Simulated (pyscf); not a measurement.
HC≡CH + HF → HC≡C–F + H₂, a four-centre exchange (singlet surface; C–H, F–H broken, C–F, H–H formed). Single points on ωB97X-D3(BJ)/def2-SVP structures (PySCF, gas phase). Energies in kcal/mol from the separated reactants.

AM1 to PM7: differences of heats of formation from MOPAC, which are fitted to 298 K values and so differ in kind from electronic energies by zero-point and thermal terms. 

Task: In single points PM3 puts the saddle at 135.3 kcal/mol and the reaction energy at +18.1 kcal/mol. Should these be trusted to within a few kcal/mol? Compare with ωB97M-D3(BJ)/def2-TZVP.

Result: ωB97M-D3(BJ)/def2-TZVP gives ΔE‡ = 107.6 kcal/mol and ΔE = +35.2 kcal/mol. PM3 lies 27.7 kcal/mol over it in the barrier and 17.0 kcal/mol under it in the reaction energy, so on this step it does not hold to within 3.0 kcal/mol. ωB97M-D3(BJ)/def2-TZVP has limits of its own. On the reactant side the descent ends in a complex, 5.3 kcal/mol under the separated species and 113.5 kcal/mol under the saddle at ωB97X-D3(BJ)/def2-TZVP. The same reactants have a lower exit, to H₂C=CH–F (barrier +45.4 kcal/mol at ωB97M-D3(BJ)/def2-TZVP, against +107.6 kcal/mol here). One saddle was located; it need not be the lowest between these sides.
